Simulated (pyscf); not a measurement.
trimethylaluminium (H₃C–Al(CH₃)–CH₃) + methyl (CH₃•) -> ethane (H₃C–CH₃) + [H₃C–Al–CH₃]• (substitution at C; doublet surface; Al–C broken, C–C formed). Single points on ωB97X-D3(BJ)/def2-SVP structures (PySCF, gas phase). Energies in kJ/mol from the separated reactants.

| level | barrier | reaction energy |
|---|---|---|
| ωB97X-D3(BJ)/def2-TZVP | 149.7 | -46.2 |
| r²SCAN/def2-TZVP | 116.3 | -42.5 |
| B3LYP-D3(BJ)/def2-TZVP | ___ | ___ |
| PBE0-D3(BJ)/def2-TZVP | ___ | -58.0 |
| M06-2X/def2-TZVP | 132.9 | -55.0 |
| HF/def2-TZVP | 225.8 | -30.3 |

Q: Some entries are withheld; supply them.

A: 
- B3LYP-D3(BJ)/def2-TZVP, barrier: 124.6
- B3LYP-D3(BJ)/def2-TZVP, reaction energy: -49.9
- PBE0-D3(BJ)/def2-TZVP, barrier: 118.7

The functionals in the table span 33.3 kJ/mol in this barrier, from r²SCAN to ωB97X-D3(BJ)/def2-TZVP. This is the saddle that the search found; another between the same sides may lie lower. The angle at the attacked C is 156°.
